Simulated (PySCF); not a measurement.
An unknown is described by computed data only.

Elements present: C, H, O and S. Monoisotopic mass: 106.0452 u.

* Triplet: lowest triplet excitation (Tamm–Dancoff): 4.96 eV [TDA B3LYP/def2-SVPD]
* 13C NMR: chemical shifts (computed TMS as zero) by class: 65.0 (1 C), 44.0 (1 C), 18.0 (1 C), 17.7 (1 C) ppm [GIAO PBE0/pcSseg-1]
* NMR, other nuclei: isotropic shieldings of nuclei other than C and H, by class: 280 (1 O), 163 (1 S) ppm [GIAO PBE0/pcSseg-1]
* UV, strongest line: among the 8 lowest singlet transitions: S4 at 6.39 eV (194 nm, f = 0.095) [TDDFT B3LYP/def2-SVPD]
* Rotational structure: rotational constants A, B, C: 3.929, 2.462, 1.714 GHz [GFN2-xTB]
* Polarisability: 76.9 au [B3LYP/def2-SVPD]

Gas-phase values; electronic properties from PySCF, density fitting. Levels stand in brackets. Geometry: GFN2-xTB, one conformer, isolated molecule. Each NMR value is the plain mean over a class of atoms that symmetry, rotation or inversion makes alike.

Question: Which formula fits the mass and the elements?

Answer: C4H10OS (calculated 106.0452). No other formula that holds each of these elements comes within 0.0003 u with a fitting electron parity and a possible valence count.

Question: Propose a structure and show how it fits.

Answer: Numbering: `[CH3:1][CH:2]([CH3:3])[S@:4]([CH3:5])=[O:6]`. 4 carbons fall into 4 classes; from least to most shielded: sp3 carbon bound to sulfur [C2] (65.0 ppm), S-methyl carbon [C5] (44.0 ppm), methyl carbon [C3] (18.0 ppm), methyl carbon [C1] (17.7 ppm). The other shieldings belong to: 280 ppm, sulfinyl oxygen [O6]; 163 ppm, sulfinyl sulfur [S4]. The optimised geometry has point group C1 and is an asymmetric top. Structure: `O=[S@@](C)C(C)C`. Computed isomers that give other values at the same levels: `CCS(=O)CC` (13C chemical shifts (computed TMS as zero) by class: 57.6 (2 C), 10.3 (2 C) ppm); `CCC[S@](C)=O` (rotational constant A: 6.011 GHz; this holds for the one conformer computed). The assignments are read from this structure; whether some other isomer fits the data as well wasn't checked. The mirror image fits equally.

Conformer computed: `[CH3:1][CH:2]([CH3:3])[S@:4]([CH3:5])=[O:6]`: C1–C2–S4–C5 -77°.
